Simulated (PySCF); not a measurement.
Species, as SMILES: [SiH4] (SiH4).
Geometry (B3LYP-D3(BJ)/def2-TZVP, fixed):
```
Si
H 1 1.4803
H 1 1.4803 2 109.47
H 1 1.4803 2 109.47 3 -120.00
H 1 1.4803 2 109.47 4 -120.00
```

Basis-set convergence of the mean static polarisability at HF with PySCF. All functions are spherical. Density fitting with generated auxiliary sets. In sets without p functions on hydrogen, species with hydrogen take exact integrals. No added dispersion term, no relativity. Reference: the value in aug-pcseg-3, 29.66 bohr³, itself unsure by roughly 0.2 % (its mean distance from aug-cc-pV(Q+d)Z, aug-pcseg-2, aug-cc-pV(T+d)Z). Deviations are taken from unrounded values.

| basis | functions | mean static polarisability (bohr³) | minus reference (%) |
|---|---|---|---|
| 6-31G | 21 | 21.74 | -26.7 |
| 6-31+G* | 30 | 22.51 | -24.1 |
| def2-SVP | 38 | 24.57 | -17.1 |
| 6-311+G** | 54 | 24.79 | -16.4 |
| 6-311++G(2d,2p) | 75 | 27.07 | -8.7 |
| def2-TZVPP | 98 | 27.68 | -6.7 |
| cc-pV(Q+d)Z | 184 | 28.80 | -2.9 |
| aug-cc-pV(Q+d)Z | 273 | 29.65 | 0.0 |
| aug-pcseg-3 | 285 | 29.66 | 0.0 |

The smallest set listed that lies within 1 % of the reference with all its larger relatives (same family, alike in diffuse functions; a set with none counts only in the reference's own line) is aug-pcseg-3 (285 functions, 0.0 % off). Inside, with no larger relative to test it: aug-cc-pV(Q+d)Z.
